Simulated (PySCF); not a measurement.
An unknown gives this computed stick spectrum. Method used: TDDFT CAM-B3LYP/def2-SVPD, vertical, gas phase, core orbitals frozen in the response (PySCF). Geometries: PBE0-D3(BJ)/def2-SVP, one conformer each.

```
state  E (eV)       f
   S1    7.36  0.0026
   S2    7.41  0.0000
   S3    7.76   0.047
   S4    7.81   0.028
   S5    8.11  0.0000
   S6    8.16  0.0027
   S7    8.36  0.0044
   S8    8.56   0.090
   S9    8.68  0.0000
  S10    8.83  0.0000
```

Orbital energies (eV): HOMO-3 -10.98, HOMO-2 -10.29, HOMO-1 -9.41, HOMO -8.62, LUMO 1.66, LUMO+1 1.80, LUMO+2 1.90.

Task: Which structure fits? All have the formula C6H10.
A. `C1CCCCC=1`
B. `C/C=C\C=C\C`
C. `C1CC1C1CC1`
D. `C=C1CCCC1`
E. `C1C[C@H]2C[C@@H]1C2`

Result: C. Its S1 lies at 7.36 eV; the nearest of the others has S1 at 6.67 eV. S1 is HOMO→LUMO+1 (90%). Löwdin shares by element: HOMO carbon 63% or more (atoms not listed hold the other 37%); LUMO carbon 42% or more (atoms not listed hold the other 58%). At the same level the other candidates give, for their lowest levels:
- `C=C1CCCC1`: 6.67 eV (f 0.296); 6.72 eV (f 0.009); 7.46 eV (f 0.008); 7.70 eV (f 0.000); 7.72 eV (f 0.001); T1 4.07 eV; HOMO -8.19, LUMO 1.30 eV
- `C1=CCCCC1`: 6.60 eV (f 0.028); 7.08 eV (f 0.249); 7.53 eV (f 0.001); 7.74 eV (f 0.057); 7.81 eV (f 0.001); T1 4.29 eV; HOMO -8.17, LUMO 1.37 eV
- `C1C[C@H]2C[C@@H]1C2`: 8.40 eV (f 0.000); 8.53 eV (f 0.005); 8.62 eV (f 0.074); 8.96 eV (f 0.012); 9.05 eV (f 0.013); T1 8.21 eV; HOMO -9.89, LUMO 1.44 eV
- `C/C=C\C=C\C`: 5.63 eV (f 0.860); 6.20 eV (f 0.000); 6.40 eV (f 0.004); 6.71 eV (f 0.001); 7.19 eV (f 0.029); T1 3.09 eV; HOMO -7.38, LUMO 0.59 eV

Shape of the structure used: `[CH2:1]1[CH2:2][CH:3]1[CH:4]1[CH2:5][CH2:6]1`: C2–C3–C4–C5 109°.
Triplets come from the Tamm–Dancoff approximation.
